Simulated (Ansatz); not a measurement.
A made-up structure of HS$_{2}$O (charge -1), singlet:

```tsv
atom	x (Å)	y (Å)	z (Å)
S1	-1.6148	-0.2860	0.8011
O2	-0.1764	0.6902	0.5609
S3	0.6791	0.4314	-0.7977
H4	-2.5276	-1.0655	1.4404
```

It is relaxed with PBE-D4/def2-SVPD and then PBE0-D4/def2-TZVPD (Ansatz 0.2.0). Atoms count as bonded within 1.22 times the sum of their covalent radii (H–H: 0.88 Å). The end point is not checked to be a true minimum.

(1) Does its bonding change? (Judge from chemistry; the calculation decides.)

Results:

(1) The calculation gives: No: no bond forms or breaks.

Where it ends: The first stage lowers the energy by 1.89 eV in 12 steps. It ends as HS₂O ([S][O][SH]), total charge -1:
```
4
angstrom
S -2.0025 0.1377 0.7283
O -0.4908 0.7320 0.6524
S 0.5910 0.0242 -0.5345
H -1.7374 -1.1239 1.1585
```

Labels in which every atom is bracketed show which atoms are joined, not bond orders.

For scale, one of the runs: PBE0-D4/def2-TZVPD relaxation, 141 basis functions, launched by `ansatz run in.yaml --threads 2 --pin off --events-out ev --progress --plain --max-ram 4352MiB`. The run took about 18 s on 2 CPU threads of an Arm Neoverse V1 (shared host).
